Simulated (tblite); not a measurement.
Compound: 1,4-cyclohexadiene, C6H8.
Numbering: `[CH:1]1=[CH:2][CH2:3][CH:4]=[CH:5][CH2:6]1` (hydrogens: H7 on C1; H8 on C2; H9, H10 on C3; H11 on C4; H12 on C5; H13, H14 on C6)

Computed with GFN2-xTB (tblite), gas phase: Langevin dynamics at 200 K from the optimised GFN2-xTB geometry, time step 0.5 fs, friction 0.01 fs⁻¹, 2000 steps.

Start geometry:
```
atom  x, y, z in Å
C1     -0.303    1.362   -0.195
C2      0.969    1.006   -0.184
C3      1.436   -0.402    0.010
C4      0.302   -1.362    0.191
C5     -0.969   -1.006    0.182
C6     -1.436    0.402   -0.013
H7     -0.584    2.397   -0.341
H8      1.749    1.744   -0.320
H9      2.101   -0.451    0.882
H10     2.042   -0.709   -0.852
H11     0.583   -2.398    0.335
H12    -1.749   -1.744    0.319
H13    -2.042    0.711    0.849
H14    -2.100    0.450   -0.885
```

The statistics below take the 31 frames saved every 25 fs from 250 to 1000 fs; their kinetic temperature (all 3N coordinates) averages 170 K.

**Question.** How do the bond lengths spread?

**Answer.** 
```
  bond  start (Å)  mean (Å)  standard deviation (Å)  shortest (Å)  longest (Å)
 C1=C2      1.321     1.325                   0.020         1.288        1.364
 C2–C3      1.496     1.491                   0.022         1.453        1.551
 C3–C4      1.497     1.502                   0.027         1.455        1.581
 C4=C5      1.321     1.322                   0.015         1.293        1.353
 C5–C6      1.496     1.500                   0.016         1.466        1.538
 C1–C6      1.496     1.503                   0.026         1.429        1.555
 C1–H7      1.082     1.083                   0.020         1.039        1.137
 C2–H8      1.082     1.084                   0.016         1.050        1.127
 C3–H9      1.098     1.099                   0.016         1.063        1.135
C3–H10      1.098     1.101                   0.033         1.043        1.172
C4–H11      1.082     1.083                   0.020         1.041        1.127
C5–H12      1.082     1.083                   0.021         1.041        1.126
C6–H13      1.098     1.102                   0.021         1.037        1.142
C6–H14      1.097     1.098                   0.022         1.059        1.160
```

**Question.** Give the same statistics for bond angles, one of each kind among heavy atoms.

**Answer.** 
| angle | start (°) | mean (°) | standard deviation (°) | smallest (°) | largest (°) |
| --- | --- | --- | --- | --- | --- |
| C2–C1–C6 | 123.7 | 123.1 | 1.8 | 118.4 | 126.7 |
| C2–C3–C4 | 112.5 | 112.1 | 2.3 | 106.5 | 115.9 |

**Question.** How far does each atom move about its mean position (frames aligned on the start, all atoms weighted alike), and what rms force does it feel?

**Answer.** 
```tsv
atom	rms displacement (Å)	rms force (eV/Å)
C1	0.09	1.67
C2	0.09	1.56
C3	0.10	1.61
C4	0.09	1.40
C5	0.09	1.24
C6	0.10	1.40
H7	0.22	0.70
H8	0.23	0.61
H9	0.30	0.57
H10	0.30	1.00
H11	0.22	0.71
H12	0.22	0.77
H13	0.30	0.79
H14	0.30	0.73
```

The displacements run from 0.09 to 0.30 Å.

**Question.** How widely does the potential energy scatter, against a harmonic estimate?

**Answer.** Mean 0.27 eV above the start, standard deviation 0.064 eV, range 0.10 to 0.42 eV. For 36 classical harmonic modes at 200 K the canonical values are 36kT/2 = 0.31 eV and kT·√(36/2) = 0.073 eV.

The run is classical and short, so these are rough statistics of one trajectory.

What follows is the cost of the whole dynamics run. Time: 7.7 s of wall time; peak memory 0.18 GiB. Hardware: one thread, Intel Xeon Platinum 8375C at 2.90 GHz (x86_64) (shared host).
